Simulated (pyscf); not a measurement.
## Routes from `[NH2][AlH][OH]` + `[H][H]`

Candidate steps break at most two bonds and form at most two. Each was searched with GFN2-xTB (tblite) first. Single points on ωB97X-D3(BJ)/def2-SVP structures (PySCF, gas phase). Energies: ωB97M-D3(BJ)/def2-TZVP, kJ/mol, from the separated reactants, singlet surface; ΔG‡ with ideal gas, 1 atm, RRHO with modes under 100 cm⁻¹ raised to 100, one conformer, R ln 2 for chiral ones without a mode under 150 cm⁻¹.

```
products                        type    ΔE‡      ΔE  ΔG‡ 298 K  ΔG‡ 900 K  ν‡ (cm⁻¹)
--------------  --------------------  -----  ------  ---------  ---------  ---------
HO–AlH₂ + NH₃   four-centre exchange   87.7   +73.4      126.9      202.9      1298i
H₂N–AlH₂ + H₂O  four-centre exchange  110.4  +117.6          –          –      1258i
```

A dash marks a saddle under its separated products, where this table gives no free-energy barrier. Row 1: On the product side the descent ends in an adduct with a Al–N contact, 125.1 kJ/mol under the separated species and 133.7 kJ/mol under the saddle at ωB97X-D3(BJ)/def2-TZVP. Row 2: On the product side the descent ends in an adduct with a Al–O contact, 72.4 kJ/mol under the separated species and 61.9 kJ/mol under the saddle at ωB97X-D3(BJ)/def2-TZVP. 

Plain bond fissions and candidates not yet searched are not listed, and one of them may be faster. Each barrier is that of the saddle found; lower ones may exist.
